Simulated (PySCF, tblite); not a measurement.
# C₂H₂FN₃: geometry, infrared bands, NMR shifts and spin-spin couplings

Wanted: the infrared bands, NMR shifts and spin-spin couplings of C₂H₂FN₃ (`Fc1cnn[nH]1`), by calculation.

Programs: tblite 0.8.0 and PySCF 2.14.0, with density-fitted response routines of our own. Each step states its level of theory. These are calculated values for one molecule in the gas phase, unless marked as measured. Atoms count from 0, in the outputs and in this text.

### Step 1. The molecule as given

8 atoms, charge 0, multiplicity 1; geometry from: force field or distance geometry start.

Bonds of the start (Å): F0–C1 1.36, C1–C2 1.40, C2–N3 1.34, N3–N4 1.32, N4–N5 1.31, N5–C1 1.34, C2–H6 1.08, N5–H7 1.06.

### Step 2. Optimising the geometry with GFN2-xTB

The job: settings as JSON, then the geometry in Å.

```
{"job": {"kind": "relax", "xc": "GFN2-xTB", "basis": "xTB"}, "charge": 0, "multiplicity": 1}
F      0.067800     2.003300     0.020700
C     -0.008100     0.648400    -0.001800
C      1.113000    -0.183300    -0.112300
N      0.605700    -1.418600    -0.092300
N     -0.707600    -1.360100     0.057000
N     -1.110400    -0.113400     0.105400
H      2.130700     0.150400    -0.218100
H     -2.082000     0.282700     0.217000
```

Launch:

```bash
$ OMP_NUM_THREADS=1 python probes_run.py task.json out
```

The driver reads the jobs from task.json and runs them one after another.

**Question.** This job is followed by: GFN2-xTB harmonic vibrations, gas phase; GIAO PBE0/pcSseg-1 NMR shielding, non-relativistic, gas phase; B3LYP/pcJ-1 indirect spin-spin coupling, non-relativistic, gas phase. Predict these results of the whole session: strongest single infrared mode (GFN2-xTB); zero-point energy (GFN2-xTB); 13C shifts against TMS (PBE0/pcSseg-1); 1H shifts against TMS (PBE0/pcSseg-1); 19F shifts against CFCl3 (PBE0/pcSseg-1); 15N shifts against NH3 (PBE0/pcSseg-1); largest coupling of the table (B3LYP/pcJ-1).

As calculated:

| quantity | value |
| --- | --- |
| strongest single infrared mode (GFN2-xTB) | 1573 cm⁻¹, 139 km/mol |
| zero-point energy (GFN2-xTB) | 31.0 kcal/mol |
| 13C shifts against TMS (PBE0/pcSseg-1) | 167.2, 116.1 ppm |
| 1H shifts against TMS (PBE0/pcSseg-1) | 10.79, 7.35 ppm |
| 19F shifts against CFCl3 (PBE0/pcSseg-1) | -165.5 ppm |
| 15N shifts against NH3 (PBE0/pcSseg-1) | 393.7, 380.5, 237.6 ppm |
| largest coupling of the table (B3LYP/pcJ-1) | 1J(F,C) F0–C1, -358.3 Hz |

Relaxing lowered the energy by 0.313 eV in 18 steps; the close pair that moved most is N3–N4, from 1.323 to 1.271 Å. All 18 modes are real, so the xTB geometry is a minimum. The strongest single mode, at 1573 cm⁻¹, moves mainly C1. GFN2-xTB is a fitted tight-binding method: band positions and strengths are rough. Its intensities can rank the bands wrongly. At PBE0/pcSseg-1: Shielding is most anisotropic at N3 (span 582 ppm, paramagnetic term -449 ppm). NICS(1)zz of -30 ppm above the planar ring from C1 marks a diatropic (aromatic) ring current. In the run at B3LYP/pcJ-1, the largest coupling of the table is F0–C1, -358.3 Hz, of which the Fermi-contact term gives -353.4 Hz.
